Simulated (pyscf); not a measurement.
H₃C–CH₂–F → :HC–F [singlet] + methane (CH₄), a 1,1-elimination (singlet surface; C–C, C–H broken, C–H formed). PySCF, gas phase, ωB97X-D3(BJ)/def2-SVP geometries. Correlated levels are frozen-core, on RHF or UHF. ΔMP2 is the change of the MP2 total energy from the triple- to the quadruple-zeta basis. Energies in kcal/mol from the reactant's lowest minimum found.

Small-basis levels: PySCF, no dispersion term, spherical d functions. 

Task: In single points MP2/6-31G* puts the saddle at 105.1 kcal/mol and the reaction energy at +92.5 kcal/mol. Should these be trusted to within a few kcal/mol? Compare with CCSD(T)/def2-TZVPP + ΔMP2(QZVPP).

Result: CCSD(T)/def2-TZVPP + ΔMP2(QZVPP) gives ΔE‡ = 95.9 kcal/mol and ΔE = +86.9 kcal/mol. MP2/6-31G* lies 9.2 kcal/mol over it in the barrier and 5.6 kcal/mol over it in the reaction energy, so on this step it does not hold to within 3.0 kcal/mol. CCSD(T)/def2-TZVPP + ΔMP2(QZVPP) has limits of its own. The same reactants have a lower exit, to H₂C=CH₂ + HF (barrier +62.1 kcal/mol at ωB97M-D3(BJ), against +95.6 kcal/mol here). One saddle was located; it need not be the lowest between these sides. A restricted singlet here is unstable towards spin polarisation, as is usual where a triplet lies low; its energy is less safe. The CCSD(T) − MP2 part came from Ansatz, without density fitting, on the same reference.
